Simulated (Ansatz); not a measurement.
System: fluorite CdF2. Method: LC-ωPBE (Ansatz, a quantum-chemistry and plane-wave program, PAW).

Settings: plane-wave cutoff 460 eV, 8×8×8 k mesh, Fermi–Dirac smearing 0.01 eV, scalar-relativistic PAW data made under PBE.

Cell (relaxed at this level):

```cif
data_Cd4F8
_chemical_formula_sum 'Cd4 F8'
_space_group_name_H-M_alt 'Fm-3m'
_space_group_IT_number 225
_space_group_name_Hall '-F 4 2 3'
_cell_length_a 5.39910
_cell_length_b 5.39910
_cell_length_c 5.39910
_cell_angle_alpha 90.000
_cell_angle_beta 90.000
_cell_angle_gamma 90.000
loop_
_atom_site_label
_atom_site_type_symbol
_atom_site_symmetry_multiplicity
_atom_site_Wyckoff_symbol
_atom_site_fract_x
_atom_site_fract_y
_atom_site_fract_z
_atom_site_occupancy
Cd1 Cd 4 a 0.00000 0.00000 0.00000 1
F1 F 8 c 0.25000 0.25000 0.25000 1
```
(The calculation used a cell of 3 atoms; values per cell refer to that cell.)

Question: Predict the bulk modulus, band gap, smallest direct gap on the k points sampled and pressure derivative B′ of the bulk modulus.

Answer: 
* **bulk modulus**: 109 GPa
* **band gap**: 10.83 eV (on the SCF k mesh)
* **smallest direct gap on the k points sampled**: 11.44 eV
* **pressure derivative B′ of the bulk modulus**: 4.7

Measured, for comparison: band gap 7.8 eV (temperature not stated, not corrected to a static lattice, indirect W–Γ; as tabulated in Cappellini et al. (2013), arXiv:1302.2571).

Spin–orbit coupling is not included.

Computed values are for the static lattice.
